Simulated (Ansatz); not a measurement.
# BSiP (quintet): from Hartree-Fock to the top rungs, def2-TZVPP

The task here is to estimate one member of a computed series from the others.

Method: def2-TZVPP, core rule «outside noble gas», up to 11 orbitals frozen; program: Ansatz 0.2.0, Gaussian basis.

To be run: UHF; ROHF; CCSD(T) on UHF.

2 further runs of the same task are left out: 2 set aside as unsound or not needed.

## What is computed

The geometry is a PBE0/def2-TZVP stationary point (not a proven minimum) of the parent state, kept for this charge and spin.

3 atoms, charge 0, spin multiplicity 5.

Atoms are counted from 1 here; the program's logs count them from 0.

Bond lengths: B1–P2 1.813 Å, B1–Si3 2.032 Å, P2–Si3 2.135 Å. Angles: P2–B1–Si3 67.2°, B1–P2–Si3 61.3°, B1–Si3–P2 51.5°.

The first run:

The input, in.yaml:

```yaml
crystal:
  periodic: [false, false, false]
  atoms:
    - {symbol: B, position_ang: [0.000000, -1.336957, 0.188448]}
    - {symbol: P, position_ang: [0.000000, 0.294228, 0.979363]}
    - {symbol: Si, position_ang: [0.000000, 0.190151, -1.152618]}
basis:
  gaussian: {orbitals: def2-TZVPP}
magnetization: {spin_polarized: true, initial_magnetization: 4}
hamiltonian: {xc: hf}
output: {orbitals: {seedname: orbitals}}
```

On the command line:

```sh
ansatz run in.yaml --threads 1 --pin off --events-out ev --progress --plain --max-ram 4096MiB --backend cpu
```

Among the steps run: UHF; ROHF; CCSD(T) on UHF.

One table of the session follows, with a row left open; its other results are not shown here.

| method | from UCCSD(T) (kJ/mol) |
| --- | --- |
| ROHF | ? |
| UHF | +862.5 |
| UMP2 | +130.8 |
| UCCSD | +61.2 |
| UCCSD(T) | 0 |

Q: Estimate the row for ROHF from the others.

**Answer.** from UCCSD(T) (kJ/mol): +885.2. In the column «from UCCSD(T) (kJ/mol)» it is the highest.
